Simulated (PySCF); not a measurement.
**Working with the constants of LiS**

PBE0 constants of LiS, ²Π (doublet), unpaired electrons π ↑ (PySCF, no relativity, basis sets Li def2-TZVP, S def2-TZVP; masses 7.0160 and 31.9721 u):

```
ωe           : 586.6 cm⁻¹
ωexe         : 3.85 cm⁻¹
Be           : 0.63704 cm⁻¹
αe           : 0.00688 cm⁻¹
De to Li + S : 3.07 eV
```

Question: What force constant and bond length do these constants imply?

Answer: Reduced mass μred = 5.7535 u; k = 5.8918×10⁻⁷·μred·ωe² (u, cm⁻¹, mdyn/Å) = 1.17 mdyn/Å; Re = √(16.8576/(μred·Be)) (u, cm⁻¹, Å) = 2.145 Å.

Question: Estimate the centrifugal constant D from the Kratzer relation and find the Dunham coefficient a1.

Answer: D = 4Be³/ωe² = 3.01e-06 cm⁻¹; a1 = −1 − αeωe/(6Be²) = -2.66.

The state is the lowest determinant that a PBE0 search found; another state may lie lower at other levels.
